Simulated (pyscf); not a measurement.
This saddle point was located with ωB97X-D3(BJ)/def2-SVP in PySCF.

```xyz
11

C     -2.2064     1.0602    -0.7301
C     -1.1075     0.0458    -0.6836
C      0.1672     0.2179    -1.2670
H     -3.0027     0.7341    -1.4162
H     -2.6068     1.1405     0.2925
H     -1.8310     2.0445    -1.0434
H     -1.4211    -0.9805    -0.4611
H      0.8650    -0.6184    -1.3446
H      0.4772     1.2009    -1.6304
F     -0.9660     0.7571     2.2622
F     -0.2686     0.4474     0.6212
```

Surface: singlet, charge 0. Lowest wavenumbers (cm⁻¹): 266i, 141, 212, 265, 312.

### Question
Name the species on either side of this saddle.

### Answer
H₂C=CH–CH₃ (SMILES C=CC) + F–F (SMILES FF) <-> H₃C–CH(F)–CH₂–F (SMILES CC(F)CF), an addition across a multiple bond or ene-type step read from left to right: F–F broken and C–F, C–F formed. At ωB97M-D3(BJ)/def2-TZVP it lies +67.0 kJ/mol from the left side and +594.3 kJ/mol from the right (each side as separated species at their lowest minima found). At the saddle there is also a short C–F contact that neither side keeps. From the product side, H₃C–CH•–F + •H₂C–F lies, by one bond made or cut, 192.8 kJ/mol under this saddle at ωB97M-D3(BJ). One saddle was located; it need not be the lowest between these sides. A restricted solution here is unstable towards spin polarisation, so biradical character is likely and single-reference numbers are less safe.
